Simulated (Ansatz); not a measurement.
**One arrangement of a pair**

The pair of HCl (SMILES Cl, atoms 1–2) and H₂S (SMILES S, atoms 3–5), both closed shells, in one local arrangement (a lower one may exist), relaxed at PBE0-D4/def2-TZVP:

| atom | x (Å) | y (Å) | z (Å) |
| --- | --- | --- | --- |
| Cl1 | 0.2114 | -0.0676 | -2.4724 |
| H2 | 0.0579 | -0.2858 | -1.2010 |
| S3 | -0.1885 | -0.4858 | 1.1283 |
| H4 | 0.9100 | 0.2505 | 1.3589 |
| H5 | -0.9908 | 0.5888 | 1.1864 |

Ansatz 0.2.0; basis: def2-TZVPPD, with def2-QZVPPD for the basis limit; cores frozen in the correlated methods. B3LYP uses VWN-RPA correlation. Extrapolation: Hartree–Fock as exp(−7.88 √X), correlation as X^−2.97. Interaction energies count from these two fragments, frozen as in the pair, with the counterpoise correction; negative means bound.

(1) What is the interaction energy by CCSD(T) at an estimated basis limit (MP2 extrapolated from triple and quadruple zeta, plus CCSD(T) − MP2 in triple zeta)? (An estimate is asked for; the value comes from the calculation.)

(2) Which atoms make the shortest contact between the fragments?

No T1 diagnostic of these runs exceeds 0.011.

Results:

(1) Computed: -3.26 kcal/mol. Hartree–Fock alone gives -0.41 kcal/mol at the basis limit. It counts from the two fragments frozen as in the pair.

The same quantity by other methods in triple zeta, and each one's difference from that estimate:
| method | E_int (kcal/mol) | difference |
| --- | --- | --- |
| PBE-D4 | -4.98 | -1.72 |
| revPBE-D4 | -4.37 | -1.11 |
| BLYP-D4 | -4.18 | -0.92 |
| r2SCAN-D4 | -4.25 | -1.00 |
| B97M-V | -3.75 | -0.50 |
| PBE0-D4 | -4.47 | -1.21 |
| B3LYP-D4 | -4.03 | -0.77 |
| HSE06-D4 | -4.50 | -1.24 |
| wB97X-V | -3.44 | -0.18 |
| wB97M-V | -3.31 | -0.05 |
| B2PLYP | -2.97 | 0.29 |
| HF | -0.42 | 2.83 |
| MP2 | -3.37 | -0.11 |
| CCSD | -2.27 | 0.99 |
| CCSD(T) | -2.72 | 0.54 |
Differences are method less estimate.

(2) H2 and S3, 2.35 Å apart.

Basis-set superposition shift (counterpoise-corrected less uncorrected): CCSD(T) 0.61; MP2 0.60; HF 0.10; PBE0-D4 0.11; wB97M-V 0.12 kcal/mol.

For scale, one of the runs: CCSD(T)/def2-TZVPPD, 153 basis functions, launched by `ansatz run in.yaml --threads 2 --pin off --events-out ev --progress --plain --max-ram 5222MiB`. Hardware: 2 CPU threads of an Arm Neoverse V2, shared host. Wall time 8 s; peak host memory 0.91 GiB.
